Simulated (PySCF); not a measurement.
## HNAl, sextet: reading a ladder of total energies

Geometry: that of the HNAl, quartet, kept fixed. The quartet lies 3.7 eV lower here.

```tsv
atom	x (Å)	y (Å)	z (Å)
Al	0.0000	-0.0319	0.6899
N	0.0000	0.1209	-1.2129
H	0.0000	-0.8261	-1.6143
```

Basis 6-31G; PySCF 2.14.0. Only valence electrons are correlated (noble-gas cores frozen), which leaves 9 electrons in 18 orbitals. R marks a restricted (for open shells ROHF) determinant, U an unrestricted one.

Full CI is exact within this basis and frozen core; it isn't the basis-set limit. The frozen core follows each run's orbitals, which can shift R against U totals by a few meV.

UCCSD has a T1 diagnostic of 0.009 and a largest doubles amplitude of 0.04.

Restricted and unrestricted runs freeze slightly different cores, so the step to full CI, which has another core, is uncertain by up to 0.1 kcal/mol.

| level | total energy (hartree) |
| --- | --- |
| UHF | -296.685335 |
| UMP2 | -296.746131 |
| UCCSD | -296.761226 |
| UCCSD(T) | -296.761995 |
| UCCSDT | -296.762219 |
| full CI | -296.762255 |

What is the correlation energy at full CI, and what share of it do UMP2 and UCCSD recover?

E(corr) = -296.762255 − (-296.685335) = -0.076920 hartree = -2.093 eV. UMP2: -0.060796 / -0.076920 = 79.04 %. UCCSD: -0.075891 / -0.076920 = 98.66 %.

By how many kcal/mol does UCCSD(T) miss full CI (1 hartree = 627.509 kcal/mol), and which steps make up the rest?

-296.761995 − (-296.762255) = 0.000260 hartree = 0.16 kcal/mol. Steps: UCCSDT − UCCSD(T) = -0.14, full CI − UCCSDT = -0.02 kcal/mol. That is within 1 kcal/mol of the reference in this basis, which itself misses far more of the correlation at the basis-set limit.
